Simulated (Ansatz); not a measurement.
C2H7Si (`CC[SiH2]`) radical from Hartree–Fock to CCSD(T)

```xyz
10

C     0.980   -0.274    0.559
C     0.213    0.578   -0.452
Si   -1.601    0.097   -0.597
H     2.029    0.031    0.618
H     0.959   -1.332    0.287
H     0.553   -0.185    1.561
H     0.668    0.497   -1.444
H     0.265    1.637   -0.179
H    -2.313    0.266    0.703
H    -1.753   -1.315   -1.056
```

The species carries charge 0 and has multiplicity 2. Geometry: relaxed with PBE0-D4/def2-TZVP. Frozen core, unrestricted reference, Ansatz 0.2.0.

```tsv
basis	HF (Eh)	MP2 corr.
def2-SVP	-368.55450	-0.37882
def2-TZVPP	-368.74316	-0.46549
def2-QZVPP	-368.75598	-0.49538
```

Estimate the CCSD correlation energy and the (T) correction in each basis where they were run (hartree).


```json
{"basis": "def2-SVP", "CCSD corr.": "-0.42902", "(T)": "-0.01177"}
```
